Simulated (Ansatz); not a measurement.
The input, for Ansatz 0.2.0:

```yaml
crystal:
  periodic: [false, false, false]
  atoms:
    - {symbol: B, position_ang: [-0.008879, -1.312613, 1.090701]}
    - {symbol: S, position_ang: [0.047746, 0.340081, 1.503234]}
    - {symbol: Ga, position_ang: [-0.040514, 0.049769, -0.838205]}
    - {symbol: H, position_ang: [1.378800, -0.182609, -1.538412]}
basis:
  gaussian: {orbitals: cc-pVDZ}
magnetization: {spin_polarized: true, initial_magnetization: 3}
hamiltonian: {xc: hf}
output: {orbitals: {seedname: orbitals}}
```

```sh
$ ansatz run in.yaml --threads 1 --pin off --events-out ev --progress --plain --max-ram 2393MiB
```

Log:

```
691 factors; integrals over basis functions are off by at most 8.8e-4 eV
mean field evaluation 1: about -63833.7040 eV, gradient 9.6e0 eV
mean field evaluation 2: about -63833.7547 eV, gradient 9.7e0 eV
mean field evaluation 4: about -63835.5201 eV, gradient 3.0e0 eV
mean field evaluation 8: about -63835.7752 eV, gradient 3.3e-1 eV
mean field evaluation 16: about -63835.7822 eV, gradient 1.8e-5 eV
mean field evaluation 32: about -63834.3715 eV, gradient 3.2e-1 eV
mean field -63835.78219458 eV, -2345.9217262036 hartree, gradient 1.8e-5 eV, S^2 3.778848; 0 other end points of the search recorded, 0 dependent functions left out
reference -63835.78219458 eV, -2345.9217262036 hartree; 28, 25 occupied and 36, 39 virtual orbitals, 691 factors
Total energy: -63835.78219458 eV, -2345.9217262036 hartree
```

Ran on 1 thread of AMD EPYC 7B13, shared host: 1.9 s wall, 0.14 GiB peak host memory.
